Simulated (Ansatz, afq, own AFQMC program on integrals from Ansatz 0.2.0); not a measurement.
Two steps: Ansatz 0.2.0 writes the Fock matrix and Cholesky factors of the valence space, and afq projects on them the lowest state that overlaps trial and start.

```yaml
crystal:
  periodic: [false, false, false]
  atoms:
    - {symbol: O, position_ang: [0.982895, -0.564726, 0.479847]}
    - {symbol: B, position_ang: [0.020491, -0.012286, 0.009945]}
    - {symbol: F, position_ang: [-1.003385, 0.577022, -0.489792]}
basis:
  gaussian: {orbitals: def2-TZVP}
magnetization: {spin_polarized: false}
correlation: {method: ccsd_t, electrons: outside_noble_gas, hamiltonian_folder: ham}
```

```sh
$ ansatz run in.yaml --threads 1 --pin off --events-out ev --progress --plain --max-ram 16896MiB --backend cuda --devices 0, --max-vram 18GiB
```

Options of the walk:

```
--method phaseless --trial cisd --walkers 4000 --populations 20 --least-time 60 --time-step 0.005 --steps-per-block 50 --equilibration-blocks 28 --max-blocks 4000 --target-error 0.00024 --factor-cut 1e-05 --seed 861 --release-times 0.24,0.51,0.99,1.5 --release-step 0.03 --release-every 4 --taylor-order 6
```

Times are imaginary, in 1/Eh. The walk had a cap of 216 s. With eight or more populations the least sampling time is a fifth of least-time, and the error comes from their spread.

afq prints:

```
orbitals 90  electrons 8 8  factors 619 of 619
reference energy -199.16568727 Eh
CCSD correlation -0.56411476 Eh in 11 cycles, weight of the determinant in the CISD state 0.8771
energy of the start -199.729820 Eh
 block  time / (1/Eh)  mean weight  energy / Eh
     1     0.250  0.9995  -199.727566
     2     0.500  1.0001  -199.738078
     3     0.750  0.9998  -199.742325
     4     1.000  0.9999  -199.745174
     5     1.250  1.0007  -199.747696
     7     1.750  1.0005  -199.747140
     9     2.250  1.0000  -199.752266
    11     2.750  1.0000  -199.752858
    15     3.750  1.0000  -199.753164
    19     4.750  1.0002  -199.752234
    23     5.750  0.9997  -199.752213
    27     6.750  1.0004  -199.750335
    31     7.750  1.0001  -199.752521
    35     8.750  0.9998  -199.752266
    39     9.750  1.0001  -199.752655
    43    10.750  1.0001  -199.752047
    47    11.750  0.9996  -199.752469
    51    12.750  1.0006  -199.750849
    55    13.750  0.9995  -199.750427
    59    14.750  0.9998  -199.752622
    63    15.750  0.9988  -199.750748
    65    16.250  1.0003  -199.754122
    67    16.750  1.0000  -199.751031
    71    17.750  1.0001  -199.751988
    75    18.750  0.9998  -199.751580
    79    19.750  1.0003  -199.751959
    83    20.750  1.0002  -199.750082
    87    21.750  1.0001  -199.748988
    91    22.750  0.9999  -199.752946
    95    23.750  0.9998  -199.747862
    99    24.750  1.0001  -199.752870
   103    25.750  0.9999  -199.751082
   105    26.250  1.0003  -199.751183
error from the spread of 20 populations
released: time / (1/Eh)  energy / Eh  error  mean overlap
  0.24  -199.751653  0.000176  0.9956
  0.51  -199.751584  0.000206  0.9922
  0.99  -199.751751  0.000292  0.9799
  1.50  -199.751595  0.000434  0.9700
energy -199.751620 +/- 0.000274 Eh
(rows thinned)
```

The run passed its tests (sampling time, drift between the halves within three errors, error under three times the target), which doesn't prove that it has relaxed, ending at its cap on processor time.

Against this walk (error 7.5 meV) on the same determinant: CCSD(T) 28.6 meV higher, CCSDT(Q) 10.1 meV lower (within the noise). The error is statistical and leaves out the bias of the constraint. Released to 1.50 1/Eh the energy moves by 1 ± 14 meV (both errors), within twice the noise.

Cautions: constraint bias not in the error; error above the target (7.5 against 6.5 meV).

The walk took 3.6 min on 1 × NVIDIA H100 80GB HBM3 with 2 threads of AMD EPYC 7R13 Processor (Zen 3) (shared host) (the card was shared). The log's last line is the phaseless energy.

CCSDT and higher add their correlation energy to the determinant of the CCSD(T) run, since their own runs factorise the integrals more tightly (a shift of under 2 meV). A walk keeps the symmetry of its determinant, which the program's search chose and which needn't be the lowest solution, so a lower state of the same spin and another symmetry isn't excluded.
